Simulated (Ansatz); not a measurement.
Input file:

```yaml
crystal:
  periodic: [false, false, false]
  atoms:
    - {symbol: Al, position_ang: [0.000000, 0.000000, 0.000000]}
    - {symbol: S, position_ang: [0.000000, 0.000000, 2.031600]}
basis:
  gaussian: {orbitals: 6-31G}
magnetization: {spin_polarized: false, initial_magnetization: 1}
correlation: {active_space: {window: {electrons: 1, orbitals: 3}, fixed_orbitals: true}}
accuracy: high
```

```sh
$ ansatz run in.yaml --threads 1 --pin off --events-out ev --progress --plain --max-ram 2393MiB
```

Roughly how long does this take on 1 thread of INTEL XEON PLATINUM 8581C, shared host, and how much host memory?

0.36 s wall and 0.17 GiB.

```
518 factors; integrals over basis functions are off by at most 3.0e-9 eV
mean field evaluation 1: about -17396.3232 eV, gradient 1.8e1 eV
mean field evaluation 2: about -17396.3272 eV, gradient 1.8e1 eV
mean field evaluation 4: about -17398.2866 eV, gradient 9.7e-1 eV
mean field evaluation 8: about -17398.3714 eV, gradient 1.5e-1 eV
mean field evaluation 16: about -17397.8423 eV, gradient 1.9e0 eV
mean field -17398.37177348 eV, -639.3783696355 hartree, gradient 9.7e-8 eV, S^2 0.750000; 4 other end points of the search recorded, 0 dependent functions left out
reference -17398.37177348 eV, -639.3783696355 hartree; 15, 14 occupied and 11, 12 virtual orbitals, 518 factors
state -17398.37177348 eV, -639.3783696355 hartree
Total energy: -17398.37177348 eV, -639.3783696355 hartree
```

The active space holds one configuration alone, so it describes no static correlation.

Natural occupations: 1.0000 0.0000 0.0000.
